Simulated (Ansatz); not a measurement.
Method: B3LYP-D3(BJ)/def2-TZVP (Ansatz, an electronic-structure program). No frequencies were computed at this level.

Ansatz 0.2 input:
```yaml
crystal:
  periodic: [false, false, false]
  atoms:
    - { symbol: C, position_ang: [-0.038432, 0.335528, 0.0] }
    - { symbol: O, position_ang: [1.039756, -0.144132, -0.000003] }
    - { symbol: H, position_ang: [-1.001323, -0.191397, 0.000004] }
basis:
  gaussian: { orbitals: def2-tzvp }
hamiltonian:
  xc: b3lyp
  dispersion: d3bj
relax:
  max_steps: 150
magnetization:
  spin_polarized: true
  initial_magnetization: 1
```

Output:

```
Functional definition: B3LYP
375 factors; their error is unknown
mean field evaluation 1: about -3097.1517 eV, gradient 2.6e1 eV
mean field evaluation 2: about -3091.0221 eV, gradient 4.9e1 eV
mean field evaluation 4: about -3099.4616 eV, gradient 1.1e0 eV
mean field evaluation 8: about -3099.4719 eV, gradient 2.6e-2 eV
mean field evaluation 16: about -3099.4719 eV, gradient 1.7e-5 eV
mean field -3099.47191026 eV, -113.9034918045 hartree, gradient 1.7e-5 eV, S^2 0.753243; 0 other end points of the search recorded, 0 dependent functions left out
reference -3099.47208161 eV, -113.9034981014 hartree; 8, 7 occupied and 60, 61 virtual orbitals, 375 factors
relax step   1: F+E_penalty+E_count = -3099.50455477 eV  Δ(F+E_penalty+E_count) = +0.000e0 eV  max|allowed force component| = 1.212e0 eV/Å  Δτ_max = 0.0000 Å  (31 SCF iters, accepted)
these checks for a lower state are left out or cut short: starts, cluster_reference, orbital_swaps, neighbouring_geometries, increment
375 factors; their error is unknown
mean field -3099.48468664 eV, -113.9039613277 hartree, gradient 9.0e-6 eV, S^2 0.753305; 0 other end points of the search recorded, 0 dependent functions left out
reference -3099.48485820 eV, -113.9039676325 hartree; 8, 7 occupied and 60, 61 virtual orbitals, 375 factors
relax step   2: F+E_penalty+E_count = -3099.51733969 eV  Δ(F+E_penalty+E_count) = -1.278e-2 eV  max|allowed force component| = 3.795e-1 eV/Å  Δτ_max = 0.0105 Å  (34 SCF iters, accepted)
these checks for a lower state are left out or cut short: starts, cluster_reference, orbital_swaps, neighbouring_geometries, increment
375 factors; their error is unknown
mean field evaluation 32: about -3099.4886 eV, gradient 7.8e-6 eV
mean field -3099.48861225 eV, -113.9041055914 hartree, gradient 7.8e-6 eV, S^2 0.753407; 0 other end points of the search recorded, 0 dependent functions left out
reference -3099.48878410 eV, -113.9041119066 hartree; 8, 7 occupied and 60, 61 virtual orbitals, 375 factors
relax step   3: F+E_penalty+E_count = -3099.52127344 eV  Δ(F+E_penalty+E_count) = -3.934e-3 eV  max|allowed force component| = 3.213e-2 eV/Å  Δτ_max = 0.0115 Å  (34 SCF iters, accepted)
these checks for a lower state are left out or cut short: starts, cluster_reference, orbital_swaps, neighbouring_geometries, increment
375 factors; their error is unknown
mean field -3099.48869815 eV, -113.9041087479 hartree, gradient 8.4e-6 eV, S^2 0.753414; 0 other end points of the search recorded, 0 dependent functions left out
reference -3099.48887005 eV, -113.9041150652 hartree; 8, 7 occupied and 60, 61 virtual orbitals, 375 factors
relax step   4: F+E_penalty+E_count = -3099.52136260 eV  Δ(F+E_penalty+E_count) = -8.915e-5 eV  max|allowed force component| = 2.861e-2 eV/Å  Δτ_max = 0.0020 Å  (36 SCF iters, accepted)
these checks for a lower state are left out or cut short: starts, cluster_reference, orbital_swaps, neighbouring_geometries, increment
375 factors; their error is unknown
mean field -3099.48870343 eV, -113.9041089421 hartree, gradient 8.5e-6 eV, S^2 0.753416; 0 other end points of the search recorded, 0 dependent functions left out
reference -3099.48887534 eV, -113.9041152599 hartree; 8, 7 occupied and 60, 61 virtual orbitals, 375 factors
relax step   5: F+E_penalty+E_count = -3099.52136791 eV  Δ(F+E_penalty+E_count) = -5.317e-6 eV  max|allowed force component| = 1.959e-3 eV/Å  Δτ_max = 0.0003 Å  (35 SCF iters, accepted)
375 factors; their error is unknown
mean field evaluation 64: about -3099.4887 eV, gradient 2.0e-4 eV
mean field -3099.48870343 eV, -113.9041089421 hartree, gradient 3.6e-5 eV, S^2 0.753416; 1 other end points of the search recorded, 0 dependent functions left out
reference -3099.48887534 eV, -113.9041152599 hartree; 8, 7 occupied and 60, 61 virtual orbitals, 375 factors
Total energy: -3099.52153983 eV, -113.9053156576 hartree
Atom 0 at    -0.027108     0.356138    -0.000000 Å, force    -0.000031    -0.001959     0.000000 eV/Å
Atom 1 at     1.029202    -0.151193    -0.000003 Å, force    -0.001509     0.000892     0.000000 eV/Å
Atom 2 at    -1.002093    -0.204946     0.000004 Å, force     0.001541     0.001068    -0.000000 eV/Å
Dipole moment:    -0.331056    -0.063910     0.000001 e Å
```

Cost: roughly 7 core-seconds.
